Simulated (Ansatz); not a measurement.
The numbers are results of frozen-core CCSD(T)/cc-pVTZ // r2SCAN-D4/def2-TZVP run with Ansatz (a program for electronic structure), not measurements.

Ansatz 0.2 input:
```yaml
crystal:
  periodic: [false, false, false]
  atoms:
    - { symbol: C, position_ang: [-0.983311, -0.077497, 0.011488] }
    - { symbol: Si, position_ang: [0.881807, 0.069493, -0.010306] }
    - { symbol: H, position_ang: [-1.398986, 0.085194, -0.985405] }
    - { symbol: H, position_ang: [-1.424749, 0.660012, 0.685479] }
    - { symbol: H, position_ang: [-1.292397, -1.069595, 0.348025] }
    - { symbol: H, position_ang: [1.477744, -0.936265, -0.928977] }
    - { symbol: H, position_ang: [1.442594, -0.152742, 1.348655] }
    - { symbol: H, position_ang: [1.297298, 1.421398, -0.468961] }
basis:
  gaussian: { orbitals: cc-pVTZ }
correlation:
  method: ccsd_t
```

Output:

```
Functional definition: HF
817 factors; integrals over basis functions are off by at most 1.0e-3 eV
mean field evaluation 1: about -8986.8492 eV, gradient 2.4e1 eV
mean field evaluation 2: about -8986.8543 eV, gradient 2.4e1 eV
mean field evaluation 4: about -8988.5051 eV, gradient 2.3e0 eV
mean field evaluation 8: about -8988.5296 eV, gradient 3.4e-4 eV
mean field evaluation 16: about -8988.5290 eV, gradient 3.1e-1 eV
mean field -8988.52957993 eV, -330.3223694184 hartree, gradient 2.5e-6 eV, S^2 0.000000; 0 other end points of the search recorded, 0 dependent functions left out
6 core orbitals not correlated
reference -8988.52957993 eV, -330.3223694184 hartree; 7, 7 occupied and 135, 135 virtual orbitals, 817 factors
second order -8.66153401 eV of doubles, -0.00000000 eV of singles
cycle   1  -9.41063206 eV  change   -7.5e-1 eV  update   6.4e-2
cycle   2  -9.70577516 eV  change   -3.0e-1 eV  update   2.0e-2
cycle   3  -9.72851798 eV  change   -2.3e-2 eV  update   5.8e-3
cycle   4  -9.72684861 eV  change    1.7e-3 eV  update   1.8e-3
cycle   5  -9.72651585 eV  change    3.3e-4 eV  update   4.7e-4
cycle   6  -9.72645252 eV  change    6.3e-5 eV  update   1.4e-4
cycle   7  -9.72646114 eV  change   -8.6e-6 eV  update   3.8e-5
cycle   8  -9.72646562 eV  change   -4.5e-6 eV  update   1.1e-5
perturbative correction -0.30883024 eV, -0.0113493021 hartree
Total energy: -8998.56487580 eV, -330.6911597392 hartree
```

Cost: roughly 15 core-seconds.
